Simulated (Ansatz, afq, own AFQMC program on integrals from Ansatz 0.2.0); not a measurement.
AFQMC on a folder of integrals that Ansatz 0.2.0 wrote.

```yaml
crystal:
  periodic: [false, false, false]
  atoms:
    - {symbol: Al, position_ang: [0.000000, 0.000000, 0.000000]}
    - {symbol: H, position_ang: [0.950024, 0.951316, 0.950557]}
    - {symbol: H, position_ang: [-0.953809, -0.947378, 0.950700]}
    - {symbol: H, position_ang: [-0.947451, 0.949943, -0.954490]}
    - {symbol: H, position_ang: [0.951236, -0.953882, -0.946767]}
basis:
  gaussian: {orbitals: "6-31++G**"}
total_charge: -1
magnetization: {spin_polarized: false}
correlation: {method: ccsd_t, electrons: outside_noble_gas, hamiltonian_folder: ham}
```

```sh
$ ansatz run in.yaml --threads 1 --pin off --events-out ev --progress --plain --max-ram 1382MiB
```

afq runs on the folder ham with

```
--method free --trial cisd --walkers 60 --time-step 0.03 --max-blocks 80 --target-error 0.00034 --factor-cut 1e-05 --seed 5933 --times 0,0.3,0.6,1.2,1.8,2.4,3.6,4.8,6 --taylor-order 8
```

Times are imaginary, in 1/Eh. The walk had a cap of 623 s.

afq prints:

```
orbitals 42  electrons 4 4  factors 317 of 409
reference energy -244.22373494 Eh
CCSD correlation -0.12117062 Eh in 9 cycles, weight of the determinant in the CISD state 0.9296
repeat  energy at the last time / Eh  error
    10  -244.346696  0.000610
    20  -244.347002  0.000418
    30  -244.347153  0.000412
    40  -244.347073  0.000340
time / (1/Eh)  energy / Eh  error  mean overlap
  0.00  -244.344775  0.000071  1.0746
  0.30  -244.345746  0.000092  1.0798
  0.60  -244.346194  0.000081  1.0861
  1.20  -244.346616  0.000089  1.0909
  1.80  -244.346751  0.000107  1.0979
  2.40  -244.346998  0.000115  1.0995
  3.60  -244.346784  0.000162  1.1352
  4.80  -244.347319  0.000230  1.1028
  6.00  -244.347014  0.000332  1.0983
energy -244.347014 +/- 0.000332 Eh
```

The run passed its tests (error under three times the target), which doesn't prove that it has relaxed.

Against this walk (error 9.0 meV) on the same determinant: CCSD(T) 12.5 meV higher (within the noise), CCSDT(Q) 1.5 meV lower (within the noise). The error is statistical, and a free projection of finite length keeps a remainder of its start.

Cautions: remainder of the start not in the error.

The walk took 64 s on 1 thread of Arm Neoverse V2, with other jobs on the host. The log's last line is the free-projection energy.

CCSDT and higher add their correlation energy to the determinant of the CCSD(T) run, since their own runs factorise the integrals more tightly (a shift of under 2 meV). A walk keeps the symmetry of its determinant, which the program's search chose and which needn't be the lowest solution, so a lower state of the same spin and another symmetry isn't excluded.
